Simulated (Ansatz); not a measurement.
## SeBr, doublet: the ladder up to UCCSDT(Q)

Geometry: that of the SeBr⁻, singlet, kept fixed.

```xyz
2

Se    0.0000    0.0000    0.0000
Br    0.0000    0.0000    2.3810
```

Basis aug-cc-pVDZ; Ansatz 0.2.0. Only valence electrons are correlated (noble-gas cores and the filled d shells of p-block atoms frozen), which leaves 13 electrons in 44 orbitals. Prefix R: restricted or restricted open-shell reference; prefix U: unrestricted. Active spaces: valence = (13e, 8o) chosen from the atoms' valence shells. No spin–orbit coupling is included, and no scalar relativity.

Full CI isn't at hand for all of this; UCCSDT(Q) serves as the reference, and is uncertain by the last step of the cluster series or more. The frozen core follows each run's orbitals, which can shift R against U totals by a few meV for light atoms and by up to 0.1 eV past Ca.

```
UHF ⟨S²⟩                          : 0.765
T1 diagnostic (RCCSD)             : 0.0252
largest doubles amplitude (RCCSD) : 0.084
T1 diagnostic (UCCSD)             : 0.0229
```

```tsv
level	E − E(UCCSDT(Q)) (meV)	wall time
UHF	6916	–
UMP2	990	–
UCCSD	272	–
UCCSD(T)	49	20 s
UCCSDT	21	–
```

Run but not shown, since their state, orbitals or frozen core can't be matched to the reference's or they repeat it: RHF, RMP2, CISD, RCCSD, RCCSD(T), BCCD(T), RCCSDT, RCCSDT(Q), CASSCF (valence space), NEVPT2 (valence space), MRCISD (valence space), MRCISD+Q (valence space).

Times hold each run's SCF and search for its determinant on a shared host, so for small cases they say little of a method's own cost; they ran on 1 thread of Arm Neoverse V1.

Natural occupations of CASSCF (valence space) about the gap: 1.998 1.997 1.989 1.942 1.011 0.064; effectively unpaired electrons, Σ n²(2−n)², 1.03.
